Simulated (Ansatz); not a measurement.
Compare A (`C#COCC`) with its isomer B (`C1=CCOC1`).

Calculated with Ansatz (gas phase, PBE0-D4/def2-TZVP geometries, no zero-point term in ΔE). CCSD(T)/CBS is the MP2 limit (def2-TZVPP, def2-QZVPP) plus CCSD(T) − MP2 in def2-TZVPP, frozen cores. DFT in def2-TZVPP. B3LYP here is the variant with VWN-RPA as its local correlation; programs differ in this. Each species was taken in one conformer, which may not be the lowest.

Task: Which is lower in electronic energy at CCSD(T)/CBS, and by how much? (Best estimate.)

Result: The calculation gave: B, by 145.8 kJ/mol.

Task: Give E(B) − E(A) in kJ/mol with B3LYP, r2SCAN-D4, PBE0-D4, CCSD(T)/def2-TZVPP, CCSD/def2-TZVPP, B3LYP-D4, PBE-D4. (An estimate is asked.)

Result: The calculation gave: B3LYP -133.8, r2SCAN-D4 -148.7, PBE0-D4 -159.8, CCSD(T)/def2-TZVPP -145.1, CCSD/def2-TZVPP -146.3, B3LYP-D4 -137.6, PBE-D4 -148.3. None reverses the order clearly.

Largest T1 diagnostic: 0.012.

The D4 term adds −3.9 kJ/mol with B3LYP and −1.7 kJ/mol with PBE0; it sums over pairs of atoms, weighted by their polarisabilities, and B3LYP, whose exchange is more repulsive, gets the larger term. From PBE to PBE0 (25 % exact exchange), in def2-TZVPP and without D4, E(B) − E(A) moves by −12.1 kJ/mol.
